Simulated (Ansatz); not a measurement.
Input for Ansatz (development build ahead of 0.2.0):

```yaml
crystal:
  periodic: [false, false, false]
  atoms:
    - { symbol: P, position_ang: [0.0, 0.0, 0.0] }
    - { symbol: H, position_ang: [2.91116, 0.0, 0.0] }
    - { symbol: H, position_ang: [-2.91116, 0.0, 0.0] }
basis:
  gaussian: { orbitals: "6-31G" }
total_charge: 1
magnetization:
  initial_magnetization: 2
hamiltonian:
  xc: hf
correlation:
  method: fci
  frozen_orbitals: { H: 0, P: 5 }
```

The input is written out in the form of the current development build from the run's settings.

Output:

```json
{"Converged": "yes", "Total energy": "-341.34679 hartree", "State": "lowest triplet root, of any spatial symmetry"}
```
